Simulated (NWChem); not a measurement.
Correlation energy of formamide (CH₃NO)

```xyz
6

N     -0.1982    -1.0835     0.0000
C     -0.3131     0.2775     0.0000
O      0.6186     1.0642     0.0000
H      0.7326    -1.5054     0.0000
H     -1.0184    -1.6888     0.0000
H     -1.3967     0.6003     0.0000
```
Charge 0, spin multiplicity 1.

Program: NWChem. Structure: optimised with PBE/def2-SVP, a minimum by its harmonic frequencies. It is one conformer; others weren't searched.

Basis set: STO-3G. Each correlation energy counts from its own Hartree-Fock reference.

The correlated methods keep 3 core orbitals frozen. Coupled-cluster values serve here as a point of comparison, not as the truth.

```csv
method,correlation energy (mHa)
MP2,[?]
SCS-MP2,-167.7
CR-CCSD[T],-196.3
CR-CCSD(T),[?]
CCSD,-190.5
CCSD+T(CCSD),[?]
CCSD(T),-196.4
CCSDT,[?]
```

Fill in the missing entries.


- MP2, correlation energy (mHa): -161.9
- CR-CCSD(T), correlation energy (mHa): -195.4
- CCSD+T(CCSD), correlation energy (mHa): -197.5
- CCSDT, correlation energy (mHa): -197.4
